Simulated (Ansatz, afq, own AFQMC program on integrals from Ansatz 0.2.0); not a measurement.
HBr + N, quartet: a scan with AFQMC

| atom | x (Å) | y (Å) | z (Å) |
| --- | --- | --- | --- |
| Br | 0.0000 | 0.0000 | -1.5282 |
| H | 0.0000 | 0.0000 | -0.1076 |
| N | 0.0000 | 0.0000 | 1.6358 |

A hydrogen atom is moved from one rigid fragment to the other; the Br1–H2 distance tells how far. The two fragments are held close together, so this isn't a minimum-energy path and the start is a compressed complex. Energies in eV count from this geometry (1.421 Å) at the same level; the start stands on UHF, each point on the determinant named.

Basis cc-pVTZ. Only valence electrons are correlated. Integrals, coupled cluster, full CI and functionals: Ansatz 0.2.0; the random walks run on the same integrals in our own AFQMC program. ph-AFQMC/CISD is guided by a CISD state made of CCSD amplitudes; releasing the constraint for a short imaginary time cuts its bias at the price of noise, slowly where states lie close. ± is one standard error of the sampling. No spin–orbit coupling.

Cautions, each for one point or more: inner d shell frozen; lower spins were not checked; no relativity below Rb; no spin-orbit coupling; unrestricted determinant slightly spin contaminated; unrestricted determinant spin contaminated.

```tsv
r(Br1–H2) / Å	det.	T1	weight	⟨S²⟩	CCSD	B3LYP	CCSD(T)
1.622	UHF	0.014	0.88	3.78	0.379	0.178	0.349
1.722	UHF	0.018	0.87	3.82	0.619	0.288	0.572
1.823	UHF	0.021	0.87	3.87	0.740	0.305	0.685
1.923	UHF	0.020	0.87	3.85	0.681	0.219	0.636
2.124	UHF	0.014	0.89	3.78	0.425	0.079	0.426
```

(1) Estimate the curve of CCSDT(Q), counted from the same start.

## Answers

(1) 
```tsv
r(Br1–H2) / Å	det.	T1	weight	⟨S²⟩	CCSDT(Q)	ph-AFQMC/CISD	released AFQMC
1.622	UHF	0.014	0.88	3.78	0.341	0.342 ± 0.007	0.343 ± 0.009
1.722	UHF	0.018	0.87	3.82	0.557	0.570 ± 0.006	–
1.823	UHF	0.021	0.87	3.87	0.665	0.676 ± 0.006	0.675 ± 0.010
1.923	UHF	0.020	0.87	3.85	0.618	0.637 ± 0.005	–
2.124	UHF	0.014	0.89	3.78	0.420	0.426 ± 0.006	0.425 ± 0.009
```

Weight is that of the determinant in the CISD state; at the start T1 is 0.008 and the weight 0.89, and ⟨S²⟩ is 3.76. A dash marks a missing value, a released energy that hasn't settled or a functional that sits on another state. Largest departures from CCSDT(Q), at the points where its series has closed: CCSD(T) 0.020 eV at 1.823 (on UHF), ph-AFQMC/CISD 0.019 eV at 1.923 (on UHF), released AFQMC 0.010 eV at 1.823 (on UHF) (within the noise), CCSD 0.075 eV at 1.823 (on UHF), B3LYP -0.400 eV at 1.923. Functionals count only at points shown to share the start's state and spin.

A walk keeps the symmetry of its determinant, which the program's search chose and which needn't be the lowest solution, so a lower state of the same spin and another symmetry isn't excluded. Released energies are given only where the last usable release times agree within the noise; a slower fall can still hide under it.
